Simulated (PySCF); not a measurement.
**State search for BP⁻**

Unrestricted PBE0; basis B aug-pcseg-1, P aug-pcseg-1; no relativity; PySCF 2.14. Outer shells of the fragments: B 2s2 2p1; P− 3s2 3p4.

Followed along the bond (rough minima from three points):

```csv
2Ms+1,unpaired,⟨S²⟩ at the start,R at minimum (Å),Te (eV)
2,σ ↑,0.80,1.71,0.00
2,π ↑,0.76,1.83,0.85
```

Solutions found at the starting distance of 1.980 Å, counted from the lowest of them; the search is not exhaustive and high or unbound solutions are not listed, so other states can lie among these:

| 2Ms+1 | unpaired | term | E (eV) | ⟨S²⟩ | ⟨Lz²⟩ | μ (D) |
| --- | --- | --- | --- | --- | --- | --- |
| 2 | σ ↑ | ²Σ⁺ | 0.00 | 0.80 | 0.00 | 0.91 |
| 2 | π ↑ | ²Π | 0.22 | 0.76 | 1.01 | 3.06 |

A term symbol is given only where ⟨S²⟩ and ⟨Lz²⟩ are close to those of a pure state; real π, δ and φ orbitals otherwise mix terms. A positive dipole points towards P; it is taken about the centre of mass and depends on that origin.

**Question.** Compare the gap between the two lowest followed solutions at the starting distance with the gap between their minima.

**Answer.** At PBE0 the second solution (doublet, unpaired electrons π ↑) lies +0.22 eV from the first (doublet, unpaired electrons σ ↑) at 1.980 Å and +0.85 eV at the minima; the two curves relax by different amounts, since their minima lie near 1.83 and 1.71 Å.
